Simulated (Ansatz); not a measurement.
**C8H18: one species, many methods**

An exercise on one series of results from a longer session: the logs are not shown, and one member is left open.

Method: functionals in def2-TZVPP, the program's frozen cores in correlated methods; program: Ansatz 0.2.0, Gaussian basis.

Plan: PBE-D4, r2SCAN-D4, PBE0-D4, B3LYP-D4, ωB97X-V, ωB97M-V, B2PLYP; CCSD(T)/def2-TZVPP; MP2/def2-QZVPP; extrapolation to the limit.

### The geometry

An earlier PBE0-D4 in a triple-zeta def2 set relaxation fixed the geometry.

26 atoms, charge 0, spin multiplicity 1.

Atoms are counted from 1 here; the program's logs count them from 0.

Bond lengths: C1–C2 1.522 Å, C1–H9 1.093 Å, C1–H10 1.092 Å, C1–H11 1.095 Å, C2–C3 1.522 Å, C2–C4 1.527 Å, C2–H12 1.098 Å, C3–H13 1.093 Å, C3–H14 1.095 Å, C3–H15 1.093 Å, C4–C5 1.524 Å, C4–H16 1.098 Å, C4–H17 1.096 Å, C5–C6 1.527 Å, C5–H18 1.096 Å, C5–H19 1.098 Å, C6–C7 1.522 Å, C6–C8 1.522 Å and more. Angles: C2–C1–H9 111.0°, C2–C1–H10 112.1°, C2–C1–H11 110.6°, H9–C1–H10 107.6°, H9–C1–H11 107.6°, H10–C1–H11 107.7°, C1–C2–C3 110.7°, C1–C2–C4 112.2°, C1–C2–H12 107.9°, C3–C2–C4 110.1°, C3–C2–H12 107.6°, C4–C2–H12 108.2°, C2–C3–H13 111.4°, C2–C3–H14 110.7°, C2–C3–H15 111.4°, H13–C3–H14 107.7°, H13–C3–H15 107.9°, H14–C3–H15 107.6° and more.

Set-up of the first run:

Contents of in.yaml:

```yaml
crystal:
  periodic: [false, false, false]
  atoms:
    - {symbol: C, position_ang: [-0.616053, -1.437548, -1.786550]}
    - {symbol: C, position_ang: [0.063107, -1.532980, -0.428088]}
    - {symbol: C, position_ang: [0.223211, -2.986966, -0.009028]}
    - {symbol: C, position_ang: [-0.691070, -0.756557, 0.649496]}
    - {symbol: C, position_ang: [-0.889688, 0.730460, 0.383206]}
    - {symbol: C, position_ang: [0.381659, 1.540426, 0.137353]}
    - {symbol: C, position_ang: [0.028506, 2.991316, -0.155079]}
    - {symbol: C, position_ang: [1.355333, 1.449502, 1.303320]}
    - {symbol: H, position_ang: [-0.077405, -2.023740, -2.535537]}
    - {symbol: H, position_ang: [-0.668877, -0.408417, -2.148421]}
    - {symbol: H, position_ang: [-1.638989, -1.825278, -1.734599]}
    - {symbol: H, position_ang: [1.068201, -1.101913, -0.521609]}
    - {symbol: H, position_ang: [0.799243, -3.553575, -0.745252]}
    - {symbol: H, position_ang: [-0.754133, -3.470278, 0.091301]}
    - {symbol: H, position_ang: [0.734025, -3.069764, 0.954087]}
    - {symbol: H, position_ang: [-1.676502, -1.221217, 0.781999]}
    - {symbol: H, position_ang: [-0.170710, -0.891682, 1.604138]}
    - {symbol: H, position_ang: [-1.558073, 0.863163, -0.474714]}
    - {symbol: H, position_ang: [-1.417298, 1.170054, 1.239318]}
    - {symbol: H, position_ang: [0.880523, 1.134488, -0.752102]}
    - {symbol: H, position_ang: [0.920643, 3.582218, -0.378265]}
    - {symbol: H, position_ang: [-0.650500, 3.071608, -1.008239]}
    - {symbol: H, position_ang: [-0.466542, 3.450067, 0.707089]}
    - {symbol: H, position_ang: [0.888334, 1.812162, 2.225177]}
    - {symbol: H, position_ang: [1.689465, 0.424988, 1.481014]}
    - {symbol: H, position_ang: [2.243628, 2.059472, 1.119985]}
basis:
  gaussian: {orbitals: def2-TZVPP}
hamiltonian: {xc: pbe, dispersion: d4}
output: {forces: true, orbitals: {seedname: orbitals}}
```

Steps of the session up to this table: PBE-D4 (GGA); r2SCAN-D4 (meta-GGA); PBE0-D4 (hybrid); B3LYP-D4 (hybrid); ωB97X-V (range-separated); ωB97M-V (range-separated); B2PLYP (double hybrid); CCSD(T) in def2-TZVPP; MP2 in def2-QZVPP.

One of the session's tables, all rows but one given; the rest of the session is left out.

```
            method  atomisation energy (kJ/mol)
            PBE-D4                      10544.3
         r2SCAN-D4                      10398.1
           PBE0-D4                      10452.2
          B3LYP-D4                      10385.9
           ωB97X-V                      10392.1
           ωB97M-V                      10406.0
            B2PLYP                      10278.1
     HF/def2-TZVPP                       7908.5
    MP2/def2-TZVPP                      10256.0
   CCSD/def2-TZVPP                      10062.3
CCSD(T)/def2-TZVPP                      10176.7
           MP2/CBS                            ?
       CCSD(T)/CBS                      10380.3
```

**Question.** Estimate the row for MP2/CBS.

**Answer.** atomisation energy (kJ/mol): 10459.6. In the column «atomisation energy (kJ/mol)» it lies between PBE0-D4 (10452.2) and PBE-D4 (10544.3).
